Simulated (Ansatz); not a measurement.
# Defect calculation, host Si

Method: Ansatz 0.2.0, DFT PBE, scalar-relativistic, plane waves, PAW. Run with 420 eV cutoff, 2×2×2 k-mesh, Gaussian smearing of 0.01 eV, collinear spin in charge +1 alone.

Host crystal, relaxed:

```
Si
1.0
     0.00000    2.73505    2.73505
     2.73505    0.00000    2.73505
     2.73505    2.73505    0.00000
Si
2
Cartesian
  4.1026 4.1026 4.1026
  2.7350 2.7350 2.7350
```

Supercell of 54 atoms, rows in host cell vectors: 0 3 0; 0 0 3; 3 0 0. Atoms relax at the host's cell from a start displaced at random by 0.06 Å near the defect, so other minima may exist. The cell is small, so energies carry finite-size errors of tenths of an eV. The host's Kohn–Sham gap is 0.61 eV. Atoms are taken from and returned to the elements' standard states. Charged cells are corrected for image charges with the computed static dielectric tensor (mean 13.0) and aligned with the host's potential at far atoms (alignment terms reach 0.30 eV; the program doubts the alignment in some charges, where it is up to 0.30 eV). No band-filling term is added, and the Fermi level counts from the host's valence band top.

Starting moments were lost in some runs.

The defect is an interstitial at (0.000, 0.000, 0.000) of the host cell.

```json
{"charge": "+2", "E_f at the valence band top (eV)": "1.42", "over the neutral state (eV)": "-0.62", "moment (μB)": "0.00", "largest move (Å)": "0.14", "atoms near the site": "3 Si at 2.50 Å, 1 Si at 2.51 Å, 6 Si at 2.79 Å"}
{"charge": "+1", "E_f at the valence band top (eV)": "1.56", "over the neutral state (eV)": "-0.48", "moment (μB)": "0.00", "largest move (Å)": "0.14", "atoms near the site": "4 Si at 2.51 Å, 6 Si at 2.78 Å"}
{"charge": "0", "E_f at the valence band top (eV)": "2.04", "over the neutral state (eV)": "0.00", "moment (μB)": "0.00", "largest move (Å)": "0.14", "atoms near the site": "4 Si at 2.51 Å, 6 Si at 2.78 Å"}
```

Among the charges computed the stable one is +2 at the valence band top, changing to +1 at 0.14 eV, changing to 0 at 0.48 eV. In charge +1, 0 the cell has partly filled bands: a level of the defect may be part filled, the carrier may sit in the host's bands, or levels may cross between the k points, so transitions that involve it are doubtful. Other sites of the defect weren't tried.

**Question.** Which element is it? Judge by the nearest distance in charge 0 and covalent radii.
A. Ga
B. K
C. Be
D. Cl
E. Mg

**Answer.** E. The nearest neighbour is Si at 2.51 Å, and the summed covalent radii with Si are 2.07 Å for Be, 2.13 Å for Cl, 2.33 Å for Ga, 3.14 Å for K, 2.52 Å for Mg, so Mg fits best. Bonds can miss such sums by a tenth of an ångström or more.

Cost: 4 runs of about 55 core-minutes in all, on Intel Xeon Processor @ 2.50GHz (Skylake/Cascade Lake) (shared hosts).